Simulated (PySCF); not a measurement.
chlorine (Cl₂), SMILES ClCl.

The structure is a stationary point at B3LYP-D3(BJ)/def2-TZVPD.

Calculation: B3LYP/def2-TZVPD in PySCF.

Isolated molecule, no solvent.

```
Item                                                                                                            Value
---------------------------------------------------------------------------------------------  ----------------------
total energy                                                                                       -920.42390 hartree
point group                                                                                                       D∞h
highest occupied level                                                                                       -8.52 eV
lowest empty level                                                                                           -3.63 eV
orbital gap                                                                                                   4.89 eV
dipole moment                                                                                                  0.00 D
quadrupole, principal values (traceless, Buckingham form, about the centre of nuclear charge)  -1.61, -1.61, 3.21 D·Å
mean static polarisability                                                                       31.5 bohr³ (4.67 Å³)
polarisability, principal values                                                               25.8, 25.8, 43.1 bohr³
```
